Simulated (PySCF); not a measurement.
Species: C3H5FS.
Structure used (PBE0-D3(BJ)/def2-SVP), in Å, numbered top down from 1:
```xyz
10
C3H5FS angstrom
C      1.299   -0.075   -0.106
C     -0.059    0.562   -0.187
S     -0.794    1.295    1.322
C     -1.265   -0.117    0.313
F     -2.394   -0.029   -0.416
H      1.459   -0.745   -0.966
H      1.404   -0.658    0.821
H      2.091    0.688   -0.116
H     -0.245    1.175   -1.077
H     -1.177   -1.101    0.790
```

All values: CAM-B3LYP/def2-SVPD (PySCF, non-relativistic), on one gas-phase PBE0-D3(BJ)/def2-SVP geometry that isn't relaxed in the solvent. The solvent is an IEF-PCM continuum (Bondi radii, 1.10 Å for H, scaled by 1.2), and excitations are vertical TDDFT with non-equilibrium linear response and a frozen core. The model holds no explicit solvent molecules, cavitation or dispersion.

Gas-phase singlets (H = HOMO, L = LUMO):

```json
{"state": "S1", "E (eV)": "5.022", "λ (nm)": "247", "f": "0.000", "leading configurations": "H→L 90%"}
{"state": "S2", "E (eV)": "6.589", "λ (nm)": "188", "f": "0.015", "leading configurations": "H→L+2 86%"}
{"state": "S3", "E (eV)": "7.076", "λ (nm)": "175", "f": "0.050", "leading configurations": "H→L+1 63%, H→L+3 21%"}
{"state": "S4", "E (eV)": "7.166", "λ (nm)": "173", "f": "0.032", "leading configurations": "H→L+3 60%, H→L+1 17%"}
{"state": "S5", "E (eV)": "7.449", "λ (nm)": "166", "f": "0.039", "leading configurations": "H-1→L 78%"}
```

Task: What are the lowest 5 singlets in chloroform (ε = 4.711)?

Result: 
```tsv
state	E (eV)	λ (nm)	f	leading configurations	change by rank (eV)
S1	5.082	244	0.000	H→L 91%	+0.060
S2	6.576	189	0.027	H→L+1 93%	-0.013
S3	7.196	172	0.071	H→L+2 63%, H→L+3 15%	+0.120
S4	7.285	170	0.070	H→L+3 56%, H→L+2 18%	+0.119
S5	7.418	167	0.061	H-1→L 71%, H→L+3 11%	-0.031
```

Task: What are the lowest 5 singlets in dichloromethane (ε = 8.93)?

Result: 
```json
{"state": "S1", "E (eV)": "5.099", "λ (nm)": "243", "f": "0.000", "leading configurations": "H→L 92%", "change by rank (eV)": "+0.077"}
{"state": "S2", "E (eV)": "6.577", "λ (nm)": "189", "f": "0.028", "leading configurations": "H→L+1 93%", "change by rank (eV)": "-0.012"}
{"state": "S3", "E (eV)": "7.223", "λ (nm)": "172", "f": "0.068", "leading configurations": "H→L+2 63%, H→L+3 12%", "change by rank (eV)": "+0.147"}
{"state": "S4", "E (eV)": "7.307", "λ (nm)": "170", "f": "0.077", "leading configurations": "H→L+3 52%, H→L+2 18%", "change by rank (eV)": "+0.141"}
{"state": "S5", "E (eV)": "7.415", "λ (nm)": "167", "f": "0.060", "leading configurations": "H-1→L 68%, H→L+3 15%", "change by rank (eV)": "-0.034"}
```

Task: The ground-state energy changes by -0.148 eV from gas to dichloromethane. By how much does the total energy of gas-phase S1 change?

Result: E(S1) = E(S0) + excitation energy, so it changes by -0.148 + 0.077 = -0.071 eV: it is lowered less than the ground state, which is what a blue shift means. This is the vertical state, with the slow part of the continuum still set for S0.

Task: How do the frontier levels move from gas to dichloromethane?

Result: 
```
orbital  gas (eV)  solvent (eV)  change (eV)
 LUMO+2      1.51          1.68        +0.17
 LUMO+1      1.39          1.46        +0.07
   LUMO      0.79          0.84        +0.05
   HOMO     -8.42         -8.46        -0.04
 HOMO-1    -10.19        -10.09        +0.10
 HOMO-2    -10.28        -10.20        +0.08
 HOMO-3    -12.38        -12.10        +0.28
```

The HOMO–LUMO gap goes from 9.21 to 9.30 eV. Rows go by rank; for LUMO+1 and LUMO+2 the atom shares or the degeneracy differ between the runs, so the row needn't follow one orbital.

The run took about 30 s of CPU time (one thread, shared machine). This is the whole response run at CAM-B3LYP/def2-SVPD in dichloromethane, SCF included.
